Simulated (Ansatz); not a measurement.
fcc Ir, treated with PBEsol in Ansatz (PAW).

Run with plane-wave cutoff 500 eV, 24×24×1 k mesh (along the axes of the cell as run), Fermi–Dirac smearing 0.1 eV, scalar-relativistic PAW data made under PBE.

Problem. Give the computed surface energy of the (111) face and work function of the (111) face.

Solution. 
- surface energy of the (111) face: 2.69 J/m²
- work function of the (111) face: 5.62 eV

The slab of 6 atoms is relaxed and unreconstructed.

Spin–orbit coupling is not included.

Computed values are for the static lattice.

The result took very roughly 6 core-minutes.

Ansatz is an electronic-structure program.
